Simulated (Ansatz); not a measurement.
# CHAlO+ (doublet): from Hartree-Fock to the top rungs, cc-pVDZ

Aim: climb from Hartree-Fock through coupled cluster and multireference methods for CHAlO+ (doublet) at one geometry and basis, and see what each rung misses.

Method: cc-pVDZ, core rule «outside noble gas», up to 7 orbitals frozen; program: Ansatz 0.2.0, Gaussian basis.

To be run: UHF; CCSD(T) on ROHF; CCSD(T) on UHF; BCCD(T) on ROHF; CISD; CCSDT(Q) on ROHF; CCSDT(Q) on UHF; CASSCF and MRCISD+Q, 9 electrons in 9 orbitals; CASSCF and NEVPT2, 9 electrons in 9 orbitals.

22 further runs of the same task are left out: 4 that didn't finish, 18 set aside as unsound or not needed.

## 1. The geometry

The geometry is a PBE0/def2-TZVP stationary point (not a proven minimum) of the parent state, kept for this charge and spin.

4 atoms, charge 1, spin multiplicity 2.

Atoms are counted from 1 here; the program's logs count them from 0.

Bond lengths: Al1–C2 1.926 Å, Al1–H4 1.582 Å, C2–O3 1.150 Å. Angles: C2–Al1–H4 114.0°, Al1–C2–O3 172.0°.

In the tables R marks a restricted open-shell determinant and U an unrestricted one; 'frontier' is the active space of 9 electrons in 9 orbitals; energies count from the table's Hartree-Fock row.

## 2. UHF

Contents of in.yaml:

```yaml
crystal:
  periodic: [false, false, false]
  atoms:
    - {symbol: Al, position_ang: [0.000000, -0.106146, 1.272497]}
    - {symbol: C, position_ang: [0.000000, 0.083663, -0.643702]}
    - {symbol: O, position_ang: [0.000000, 0.036255, -1.792225]}
    - {symbol: H, position_ang: [0.000000, 1.269000, 2.055591]}
basis:
  gaussian: {orbitals: cc-pVDZ}
total_charge: 1
magnetization: {spin_polarized: true, initial_magnetization: 1}
hamiltonian: {xc: hf}
output: {orbitals: {seedname: orbitals}}
```

Run with:

```
ansatz run in.yaml --threads 1 --pin off --events-out ev --progress --plain --max-ram 2393MiB
```

Output:

```text
Functional definition: HF
  name "HF"
  cite "Fock, Z. Phys. 61, 126 (1930) doi:10.1007/BF01340294"
  parent pbe
  exchange = exact_x
  correlation = 0
486 factors; integrals over basis functions are off by at most 1.3e-3 eV
mean field evaluation 1: about -9649.7842 eV, gradient 3.8e1 eV
mean field evaluation 2: about -9649.7884 eV, gradient 3.8e1 eV
mean field evaluation 4: about -9657.4203 eV, gradient 5.3e0 eV
mean field evaluation 8: about -9658.0889 eV, gradient 3.2e-1 eV
mean field evaluation 16: about -9643.5829 eV, gradient 3.3e1 eV
mean field evaluation 32: about -9641.6751 eV, gradient 3.5e1 eV
mean field evaluation 64: about -9648.1552 eV, gradient 1.4e1 eV
mean field -9658.09361402 eV, -354.9283938243 hartree, gradient 1.2e-5 eV, S^2 0.758747; 0 other end points of the search recorded, 0 dependent functions left out
reference -9658.09361402 eV, -354.9283938243 hartree; 14, 13 occupied and 37, 38 virtual orbitals, 486 factors
Total energy: -9658.09361402 eV, -354.9283938243 hartree
```

Run time: 0.76 s. Hardware: 1 thread of Arm Neoverse V1, shared host.

From the report: ⟨S²⟩ of the determinant 0.759 (pure doublet: 0.75).

## 3. CCSD(T) on ROHF

in.yaml, as its differences from that of step 2:

```diff
@@ -10,4 +10,4 @@
 total_charge: 1
-magnetization: {spin_polarized: true, initial_magnetization: 1}
-hamiltonian: {xc: hf}
-output: {orbitals: {seedname: orbitals}}
+magnetization: {spin_polarized: false, initial_magnetization: 1}
+correlation: {method: ccsd_t, electrons: outside_noble_gas}
+output: {forces: true}
```

Same command.

Output (excerpt; [...] marks lines left out):

```text
Functional definition: HF
  name "HF"
  cite "Fock, Z. Phys. 61, 126 (1930) doi:10.1007/BF01340294"
  parent pbe
[...]
486 factors; integrals over basis functions are off by at most 1.3e-3 eV
[...]
mean field -9658.05620067 eV, -354.9270189090 hartree, gradient 1.6e-6 eV, S^2 0.750000; 3 other end points of the search recorded, 0 dependent functions left out
[...]
determinant -9658.05620067 eV, -354.9270189090 hartree, with singles and doubles -9667.69843629 eV, -355.2813645322 hartree
determinant -9656.36823164 eV, -354.8649871912 hartree, with singles and doubles -9666.24361525 eV, -355.2279008452 hartree
7 core orbitals not correlated: weight in the atoms' cores, before any rotation towards them, 1.000 or more for the frozen orbitals, at most 0.000 for the correlated occupied ones
reference -9658.05620067 eV, -354.9270189090 hartree; 7, 6 occupied and 37, 38 virtual orbitals, 486 factors
second order -9.28162057 eV of doubles, -0.01688676 eV of singles
cycle   1  -9.64185335 eV  change    3.8e-4 eV  update   1.5e-3
[...]
cycle  10  -9.64208882 eV  change    7.8e-7 eV  update   6.0e-7
perturbative correction -0.38288979 eV, -0.0140709403 hartree
[...]
Total energy: -9668.08117928 eV, -355.2954300777 hartree
Atom 0 at     0.000000    -0.106146     1.272497 Å, force     0.000000    -0.362374     3.029762 eV/Å
Atom 1 at     0.000000     0.083663    -0.643702 Å, force     0.000000     0.479920    -4.621806 eV/Å
Atom 2 at     0.000000     0.036255    -1.792225 Å, force     0.000000    -0.033397     1.780741 eV/Å
Atom 3 at     0.000000     1.269000     2.055591 Å, force    -0.000000    -0.084149    -0.188697 eV/Å
Dipole moment:    -0.000000    -0.105211     0.374711 e Å
```

Wall time 8 s (1 thread of Arm Neoverse V1, shared host).

From the report: correlation -10.0250 eV; T1 0.025; largest double amplitude 0.06.

## 4. CCSD(T) on UHF

in.yaml, as its differences from that of step 3:

```diff
@@ -10,3 +10,3 @@
 total_charge: 1
-magnetization: {spin_polarized: false, initial_magnetization: 1}
+magnetization: {spin_polarized: true, initial_magnetization: 1}
 correlation: {method: ccsd_t, electrons: outside_noble_gas}
```

Same command.

Output (excerpt; [...] marks lines left out):

```text
Functional definition: HF
  name "HF"
  cite "Fock, Z. Phys. 61, 126 (1930) doi:10.1007/BF01340294"
  parent pbe
[...]
486 factors; integrals over basis functions are off by at most 1.3e-3 eV
[...]
mean field -9658.09361402 eV, -354.9283938243 hartree, gradient 3.6e-6 eV, S^2 0.758747; 5 other end points of the search recorded, 0 dependent functions left out
determinant -9658.09361402 eV, -354.9283938243 hartree, with singles and doubles -9667.70031676 eV, -355.2814336384 hartree
determinant -9656.48052571 eV, -354.8691139223 hartree, with singles and doubles -9666.24457051 eV, -355.2279359502 hartree
7 core orbitals not correlated: weight in the atoms' cores, before any rotation towards them, 1.000 or more for the frozen orbitals, at most 0.000 for the correlated occupied ones
reference -9658.09361402 eV, -354.9283938243 hartree; 7, 6 occupied and 37, 38 virtual orbitals, 486 factors
second order -9.25956276 eV of doubles, -0.00000000 eV of singles
cycle   1  -9.60642803 eV  change    2.7e-4 eV  update   1.1e-3
[...]
cycle  10  -9.60667189 eV  change    4.5e-7 eV  update   5.3e-7
perturbative correction -0.38137464 eV, -0.0140152595 hartree
[...]
Total energy: -9668.08166055 eV, -355.2954477641 hartree
Atom 0 at     0.000000    -0.106146     1.272497 Å, force     0.000000    -0.363572     3.033189 eV/Å
Atom 1 at     0.000000     0.083663    -0.643702 Å, force    -0.000000     0.479273    -4.635451 eV/Å
Atom 2 at     0.000000     0.036255    -1.792225 Å, force     0.000000    -0.032317     1.791231 eV/Å
Atom 3 at     0.000000     1.269000     2.055591 Å, force     0.000000    -0.083384    -0.188969 eV/Å
Dipole moment:    -0.000000    -0.105143     0.374928 e Å
```

Wall time 9 s (1 thread of Arm Neoverse V1, shared host).

From the report: ⟨S²⟩ of the determinant 0.759 (pure doublet: 0.75); correlation -9.9880 eV; T1 0.023; largest double amplitude 0.06.

## 5. BCCD(T) on ROHF

in.yaml, as its differences from that of step 4:

```diff
@@ -10,4 +10,3 @@
 total_charge: 1
-magnetization: {spin_polarized: true, initial_magnetization: 1}
-correlation: {method: ccsd_t, electrons: outside_noble_gas}
-output: {forces: true}
+magnetization: {spin_polarized: false, initial_magnetization: 1}
+correlation: {method: bccd_t, electrons: outside_noble_gas}
```

Launched as before.

Output (excerpt; [...] marks lines left out):

```text
Functional definition: HF
  name "HF"
  cite "Fock, Z. Phys. 61, 126 (1930) doi:10.1007/BF01340294"
  parent pbe
[...]
486 factors; integrals over basis functions are off by at most 1.3e-3 eV
[...]
mean field -9658.05620067 eV, -354.9270189090 hartree, gradient 1.6e-6 eV, S^2 0.750000; 3 other end points of the search recorded, 0 dependent functions left out
[...]
determinant -9658.05620067 eV, -354.9270189090 hartree, with singles and doubles -9667.69843629 eV, -355.2813645322 hartree
determinant -9656.36823164 eV, -354.8649871912 hartree, with singles and doubles -9666.24361525 eV, -355.2279008452 hartree
7 core orbitals not correlated: weight in the atoms' cores, before any rotation towards them, 1.000 or more for the frozen orbitals, at most 0.000 for the correlated occupied ones
reference -9658.05620067 eV, -354.9270189090 hartree; 7, 6 occupied and 37, 38 virtual orbitals, 486 factors
second order -9.28162057 eV of doubles, -0.01688676 eV of singles
cycle   1  -9.59155066 eV  change    5.1e-2 eV  update   2.5e-2
[...]
cycle  10  -9.59920677 eV  change    2.4e-6 eV  update   1.1e-5
perturbative correction -0.42883860 eV, -0.0157595280 hartree
Total energy: -9668.08424604 eV, -355.2955427792 hartree
```

Wall time 4.2 s (1 thread of Arm Neoverse V1, shared host).

From the report: correlation -10.0280 eV; largest double amplitude 0.06.

## 6. CISD

in.yaml, as its differences from that of step 5:

```diff
@@ -11,2 +11,2 @@
 magnetization: {spin_polarized: false, initial_magnetization: 1}
-correlation: {method: bccd_t, electrons: outside_noble_gas}
+correlation: {active_space: {ras: {orbitals: [6, 1, 37], electrons: 13, max_holes: 2, max_particles: 2}, fixed_orbitals: true}}
```

Same command.

Output:

```text
Functional definition: HF
  name "HF"
  cite "Fock, Z. Phys. 61, 126 (1930) doi:10.1007/BF01340294"
  parent pbe
  exchange = exact_x
  correlation = 0
486 factors; integrals over basis functions are off by at most 1.3e-3 eV
mean field evaluation 1: about -9649.8251 eV, gradient 5.2e1 eV
mean field evaluation 2: about -9649.8293 eV, gradient 5.2e1 eV
mean field evaluation 4: about -9657.6706 eV, gradient 7.8e0 eV
mean field evaluation 8: about -9658.0551 eV, gradient 2.8e-1 eV
mean field evaluation 16: about -9656.3578 eV, gradient 1.1e0 eV
mean field -9658.05620067 eV, -354.9270189090 hartree, gradient 1.6e-6 eV, S^2 0.750000; 3 other end points of the search recorded, 0 dependent functions left out
reference -9658.05620067 eV, -354.9270189090 hartree; 14, 13 occupied and 37, 38 virtual orbitals, 486 factors
state -9666.82524602 eV, -355.2492753819 hartree
Total energy: -9666.82524602 eV, -355.2492753819 hartree
```

Run time: 4.6 s. Hardware: 1 thread of Arm Neoverse V1, shared host.

From the report: 67,617 determinants.

## 7. CCSDT(Q) on ROHF

in.yaml, as its differences from that of step 6:

```diff
@@ -11,2 +11,2 @@
 magnetization: {spin_polarized: false, initial_magnetization: 1}
-correlation: {active_space: {ras: {orbitals: [6, 1, 37], electrons: 13, max_holes: 2, max_particles: 2}, fixed_orbitals: true}}
+correlation: {method: ccsdt_q, electrons: outside_noble_gas}
```

Same command.

Output (excerpt; [...] marks lines left out):

```text
Functional definition: HF
  name "HF"
  cite "Fock, Z. Phys. 61, 126 (1930) doi:10.1007/BF01340294"
  parent pbe
[...]
921 factors; integrals over basis functions are off by at most 1.6e-7 eV
[...]
mean field -9658.05628517 eV, -354.9270220144 hartree, gradient 1.6e-6 eV, S^2 0.750000; 3 other end points of the search recorded, 0 dependent functions left out
[...]
determinant -9658.05628517 eV, -354.9270220144 hartree, with singles and doubles -9667.69851619 eV, -355.2813674685 hartree
determinant -9656.36831923 eV, -354.8649904101 hartree, with singles and doubles -9666.24370197 eV, -355.2279040321 hartree
7 core orbitals not correlated: weight in the atoms' cores, before any rotation towards them, 1.000 or more for the frozen orbitals, at most 0.000 for the correlated occupied ones
reference -9658.05628517 eV, -354.9270220144 hartree; 7, 6 occupied and 37, 38 virtual orbitals, 921 factors
second order -9.28165057 eV of doubles, -0.01688673 eV of singles
cycle   1  -9.07330845 eV  change    2.3e-1 eV  update   1.3e-1
[...]
cycle  18  -10.04710259 eV  change   -4.7e-7 eV  update   9.9e-7
perturbative correction -0.03790787 eV, -0.0013930885 hartree
Total energy: -9668.14129563 eV, -355.2976393128 hartree
```

Run time: 67 s. Hardware: 1 thread of Arm Neoverse V1, shared host; peak memory 0.83 GiB.

From the report: correlation -10.0850 eV; T1 0.024; largest double amplitude 0.06.

## 8. CCSDT(Q) on UHF

in.yaml, as its differences from that of step 7:

```diff
@@ -10,3 +10,3 @@
 total_charge: 1
-magnetization: {spin_polarized: false, initial_magnetization: 1}
+magnetization: {spin_polarized: true, initial_magnetization: 1}
 correlation: {method: ccsdt_q, electrons: outside_noble_gas}
```

The command is unchanged.

Output (excerpt; [...] marks lines left out):

```text
Functional definition: HF
  name "HF"
  cite "Fock, Z. Phys. 61, 126 (1930) doi:10.1007/BF01340294"
  parent pbe
[...]
921 factors; integrals over basis functions are off by at most 1.6e-7 eV
[...]
mean field -9658.09369839 eV, -354.9283969248 hartree, gradient 3.6e-6 eV, S^2 0.758747; 5 other end points of the search recorded, 0 dependent functions left out
determinant -9658.09369839 eV, -354.9283969248 hartree, with singles and doubles -9667.70039786 eV, -355.2814366188 hartree
determinant -9656.48061440 eV, -354.8691171817 hartree, with singles and doubles -9666.24465628 eV, -355.2279391022 hartree
7 core orbitals not correlated: weight in the atoms' cores, before any rotation towards them, 1.000 or more for the frozen orbitals, at most 0.000 for the correlated occupied ones
reference -9658.09369839 eV, -354.9283969248 hartree; 7, 6 occupied and 37, 38 virtual orbitals, 921 factors
second order -9.25959300 eV of doubles, -0.00000000 eV of singles
cycle   1  -9.04235998 eV  change    2.2e-1 eV  update   1.3e-1
[...]
cycle  17  -10.01031151 eV  change   -9.3e-7 eV  update   1.6e-6
perturbative correction -0.04325961 eV, -0.0015897615 hartree
Total energy: -9668.14726951 eV, -355.2978588490 hartree
```

Run time: 56 s. Hardware: 1 thread of Arm Neoverse V1, shared host; peak memory 0.63 GiB.

From the report: ⟨S²⟩ of the determinant 0.759 (pure doublet: 0.75); correlation -10.0536 eV; T1 0.021; largest double amplitude 0.06.

## 9. CASSCF and MRCISD+Q, 9 electrons in 9 orbitals

in.yaml, as its differences from that of step 8:

```diff
@@ -10,3 +10,3 @@
 total_charge: 1
-magnetization: {spin_polarized: true, initial_magnetization: 1}
-correlation: {method: ccsdt_q, electrons: outside_noble_gas}
+magnetization: {spin_polarized: false, initial_magnetization: 1}
+correlation: {method: fic_mrcisd_q, electrons: outside_noble_gas, active_space: {window: {electrons: 9, orbitals: 9}}}
```

The command is unchanged.

Output (excerpt; [...] marks lines left out):

```text
Functional definition: HF
  name "HF"
  cite "Fock, Z. Phys. 61, 126 (1930) doi:10.1007/BF01340294"
  parent pbe
[...]
486 factors; integrals over basis functions are off by at most 1.3e-3 eV
[...]
mean field -9658.05620067 eV, -354.9270189090 hartree, gradient 1.6e-6 eV, S^2 0.750000; 3 other end points of the search recorded, 0 dependent functions left out
reference -9658.05620067 eV, -354.9270189090 hartree; 14, 13 occupied and 37, 38 virtual orbitals, 486 factors
state -9662.57175329 eV, -355.0929624069 hartree
contracted CI cycle   1: correlation 0.00000000 eV, 0.0000000000 hartree, residual 2.26e1 eV
contracted CI cycle   2: correlation -4.89712119 eV, -0.1799658845 hartree, residual 4.05e0 eV
contracted CI cycle   3: correlation -5.08497280 eV, -0.1868693036 hartree, residual 1.24e0 eV
contracted CI cycle   4: correlation -5.10621170 eV, -0.1876498190 hartree, residual 4.97e-1 eV
[...]
contracted CI cycle   4: correlation -5.42100181 eV, -0.1992181420 hartree, residual 4.53e-1 eV
contracted CI cycle   5: correlation -5.42336876 eV, -0.1993051260 hartree, residual 1.49e-1 eV
contracted CI cycle   6: correlation -5.42362185 eV, -0.1993144267 hartree, residual 4.74e-2 eV
contracted CI cycle   7: correlation -5.42364790 eV, -0.1993153840 hartree, residual 1.59e-2 eV
contracted CI cycle   8: correlation -5.42365083 eV, -0.1993154918 hartree, residual 5.64e-3 eV
contracted CI cycle   9: correlation -5.42365120 eV, -0.1993155053 hartree, residual 2.29e-3 eV
contracted CI cycle  10: correlation -5.42365126 eV, -0.1993155075 hartree, residual 8.55e-4 eV
state -9662.26295266 eV, -355.0816141931 hartree; corrected -9668.07153177 eV, -355.2950755382 hartree
state -9662.26295266 eV, -355.0816141931 hartree; corrected -9668.07153177 eV, -355.2950755382 hartree
WARN: the results are in doubt because another end's mean lies 0.309 eV lower, and its corrected mean 0.010 eV higher
Total energy: -9668.07153177 eV, -355.2950755382 hartree
In doubt: another end's mean lies 0.309 eV lower, and its corrected mean 0.010 eV higher
```

Run time: 21 s. Hardware: 1 thread of Arm Neoverse V1, shared host; peak memory 0.36 GiB.

From the report: 8,036 determinants; active occupations 1.98, 1.97, 1.95, 1.94, 1.00, 0.06, 0.05, 0.02, 0.02. Mind the lines of doubt at the end of the log.

## 10. CASSCF and NEVPT2, 9 electrons in 9 orbitals

in.yaml, as its differences from that of step 9:

```diff
@@ -11,2 +11,2 @@
 magnetization: {spin_polarized: false, initial_magnetization: 1}
-correlation: {method: fic_mrcisd_q, electrons: outside_noble_gas, active_space: {window: {electrons: 9, orbitals: 9}}}
+correlation: {method: sc_nevpt2, electrons: outside_noble_gas, active_space: {window: {electrons: 9, orbitals: 9}}}
```

Same command.

Output (excerpt; [...] marks lines left out):

```text
Functional definition: HF
  name "HF"
  cite "Fock, Z. Phys. 61, 126 (1930) doi:10.1007/BF01340294"
  parent pbe
[...]
486 factors; integrals over basis functions are off by at most 1.3e-3 eV
[...]
mean field -9658.05620067 eV, -354.9270189090 hartree, gradient 1.6e-6 eV, S^2 0.750000; 3 other end points of the search recorded, 0 dependent functions left out
reference -9658.05620067 eV, -354.9270189090 hartree; 14, 13 occupied and 37, 38 virtual orbitals, 486 factors
state -9662.57175329 eV, -355.0929624069 hartree
state -9662.57175329 eV, -355.0929624069 hartree; corrected -9666.77072987 eV, -355.2472719501 hartree
state -9662.26295266 eV, -355.0816141931 hartree
state -9662.26295266 eV, -355.0816141931 hartree; corrected -9666.79359154 eV, -355.2481121010 hartree
state -9662.26295266 eV, -355.0816141931 hartree; corrected -9666.79359154 eV, -355.2481121010 hartree
WARN: the results are in doubt because another end's mean lies 0.309 eV lower, and its corrected mean 0.023 eV higher
Total energy: -9666.79359154 eV, -355.2481121010 hartree
In doubt: another end's mean lies 0.309 eV lower, and its corrected mean 0.023 eV higher
```

Wall time 15 s (1 thread of Arm Neoverse V1, shared host).

From the report: 8,036 determinants; active occupations 1.98, 1.97, 1.95, 1.94, 1.00, 0.06, 0.05, 0.02, 0.02. The program marks this result as in doubt; its last lines say why.

## 11. The ladder

The yardstick is UCCSDT(Q), where the cluster series has nearly closed. Rows without a time come out of other runs: HF, MP2 and CCSD of CCSD(T), CCSDT of CCSDT(Q), CASSCF and MRCISD of the multireference runs. The times of RCCSD(T), UCCSD(T) include forces.

Differences are taken before rounding.

| method | energy from the lowest RHF (meV) | from UCCSDT(Q) (meV) | time |
| --- | --- | --- | --- |
| RHF | 0.0 | +10091.1 |  |
| UHF | -37.4 | +10053.7 |  |
| RMP2 | -9298.5 | +792.6 |  |
| UMP2 | -9297.0 | +794.1 |  |
| CISD | -8769.0 | +1322.0 | 4.6 s |
| RCCSD | -9642.1 | +449.0 |  |
| UCCSD | -9644.1 | +447.0 |  |
| RCCSD(T) | -10025.0 | +66.1 | 8 s |
| UCCSD(T) | -10025.5 | +65.6 | 9 s |
| BCCD(T) | -10028.0 | +63.0 | 4.2 s |
| RCCSDT | -10047.2 | +43.9 |  |
| UCCSDT | -10047.8 | +43.3 |  |
| RCCSDT(Q) | -10085.1 | +6.0 | 67 s |
| UCCSDT(Q) | -10091.1 | 0 | 56 s |

Among the levels timed on like hardware and quicker than the yardstick, those that no quicker one beats, quickest first: BCCD(T) (4.2 s, +63.0 meV).

Left out of the table: CASSCF frontier, NEVPT2 frontier, MRCISD frontier, MRCISD+Q frontier (the active space lost an orbital or holds another state than full CI finds).

## 12. Results

| quantity | value |
| --- | --- |
| UCCSDT(Q) below the RHF energy | -10.0911 eV |
| RMP2 from UCCSDT(Q) | +792.6 meV |
| UMP2 from UCCSDT(Q) | +794.1 meV |
| RCCSD from UCCSDT(Q) | +449.0 meV |
| RCCSD(T) from UCCSDT(Q) | +66.1 meV |
| UCCSD(T) from UCCSDT(Q) | +65.6 meV |
| RCCSDT(Q) from UCCSDT(Q) | +6.0 meV |
| levels within 1 kcal/mol (43 meV) | UCCSDT, RCCSDT(Q) |
| T1 diagnostic | 0.025 |

In words: RCCSD(T) misses by +66.1 meV, 0.7 % of the correlation energy. These misses are within one basis, not against nature; the frozen cores of restricted and unrestricted runs differ, which can shift their rows.

For cost: BCCD(T) gets within 63.0 meV in 4.2 s, where UCCSDT(Q) took 56 s.
